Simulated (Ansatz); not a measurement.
## Basis or method: triplet less singlet of BF

BF, singlet; coordinates (Å): B 0.000 0.000 0.000; F 0.000 0.000 1.263. Quantity: triplet less singlet, vertical.

Ansatz 0.2.0, basis 6-31G or cc-pVDZ or cc-pVTZ; geometries are PBE0/def2-TZVP minima. Wave-function levels freeze the cores; HF, MP2 and coupled cluster are restricted for singlets and unrestricted otherwise, Kohn–Sham unrestricted where that lies lower. The reference is CCSDT(Q) or full CI (coupled cluster only where its series has nearly closed). Semilocal and hybrid functionals correlate all electrons outside any core potential and usually lie nearer their basis limit than the reference, so part of their error here is the reference's basis and frozen-core error; RPA and the MP2 part of double hybrids freeze the same cores as the reference. None of these values is a measured one. Energies are electronic, without zero-point terms. No spin–orbit coupling and no scalar relativity. The species are chosen: bound, without strong static correlation by their natural occupations or amplitudes, in their lowest spin state as far as vertical gaps and like structures tell, without the heavier p-block dimers whose ³Σ⁻ and ³Π states nearly coincide, and with a ladder that closes on the reference, so errors are smaller than for species at large; levels whose determinant breaks symmetry or spin markedly are left out.

| level | 6-31G (kcal/mol) | cc-pVDZ (kcal/mol) | cc-pVTZ (kcal/mol) |
| --- | --- | --- | --- |
| reference | 79.5 (full CI) | 86.0 (CCSDT(Q)) | 85.4 (CCSDT(Q)) |
| HF | 57.5 | 60.9 | 59.8 |
| MP2 | 72.7 | 78.8 | 79.1 |
| CCSD(T) | 79.4 | 85.9 | 85.3 |
| PBE | 76.4 | 77.9 | 77.0 |
| PBE0 | 74.1 | 76.4 | 75.6 |
| wB97M-V | 87.0 | 89.4 | 88.7 |
| RPA-PBE | 83.3 | 87.0 | 84.6 |

From 6-31G to cc-pVTZ the reference moves by 5.9 kcal/mol and PBE by 0.6 (over all sets PBE spans 1.6); the step from CCSD(T) to the reference is 0.1 in the first and 0.1 in the last.
